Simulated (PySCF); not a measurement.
methane cation (CH4), SMILES C (connectivity only; charge and spin as stated), charge +1, multiplicity 2.

Coordinates come from a B3LYP-D3(BJ)/def2-TZVPD optimisation. The spin state was assumed, not searched.

All values below come from TDA-ωB97X/def2-TZVPD (PySCF).

Vertical excitations; the highest root listed may be one member of a degenerate set. 

Task: Estimate the UV-visible absorptions. (An estimate is asked for; the answer gives what the named calculation found.)

Result: 
```
state    energy (eV)  λ (nm)      f                                                                                                                                  main pairs
-------  -----------  ------  -----  ------------------------------------------------------------------------------------------------------------------------------------------
root 1          4.40     282  0.015                                                                                                                β HOMO→LUMO (degenerate set)
root 2          4.40     282  0.015                                                                                                              β HOMO−1→LUMO (degenerate set)
root 3          9.80     127  0.000                                                                                                                            α HOMO→LUMO 97 %
root 4         11.35     109  0.070                                                                                                      α HOMO→LUMO+1 81 %, β HOMO−2→LUMO 12 %
root 5         12.17     102  0.000                                                                                               α HOMO−1→LUMO, β HOMO→LUMO+1 (degenerate set)
root 6         12.17     102  0.000                                                                                             α HOMO−2→LUMO, β HOMO−1→LUMO+1 (degenerate set)
root 7         12.33     101  0.028                                                                                                      α HOMO→LUMO+1 13 %, β HOMO−2→LUMO 81 %
root 8         13.55      92  0.003                                                                                               α HOMO→LUMO+2, α HOMO−1→LUMO (degenerate set)
root 9         13.55      92  0.003                                                                                               α HOMO→LUMO+3, α HOMO−2→LUMO (degenerate set)
root 10        14.09      88  0.047  α HOMO−2→LUMO 10 %, α HOMO−1→LUMO+1 8 %, α HOMO→LUMO+8 8 %, α HOMO→LUMO+2 6 %, β HOMO→LUMO+2 35 %, β HOMO−1→LUMO+1 14 %, β HOMO→LUMO+1 7 %
```
Unrestricted roots are not spin-pure.
